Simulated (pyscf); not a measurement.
A first-order saddle from PySCF, ωB97X-D3(BJ)/def2-SVP:

```xyz
8

C     -1.2629     0.5373     0.2762
Zn    -0.7516    -1.4615     0.2798
Cl    -0.8428    -2.7991     1.9443
H     -1.1780     1.6743    -1.9082
H     -0.5507     1.3743     0.3874
H     -2.2598     0.9500     0.0418
Cl    -0.1834    -1.4867    -1.8370
H     -0.9260     0.9613    -2.0401
```
Charge 0, spin multiplicity 1.

Surface: singlet, charge 0. Lowest wavenumbers (cm⁻¹): 344i, 40, 91, 99, 193.

Question: What reaction is this the transition state of?

Answer: `[Cl][CH2][Zn][Cl]` + `[H][H]` <-> `[CH4]` + `[Cl][Zn][Cl]`, a multi-bond step read from left to right: C–Zn, C–Cl, H–H broken and C–H, C–H, Cl–Zn formed. At ωB97M-D3(BJ)/def2-TZVP it lies +44.2 kcal/mol from the left side and +101.0 kcal/mol from the right (each side as separated species at their lowest minima found). This is the saddle that the search found; another between the same sides may lie lower. Elements up to Kr have no core potential and no relativistic terms here.
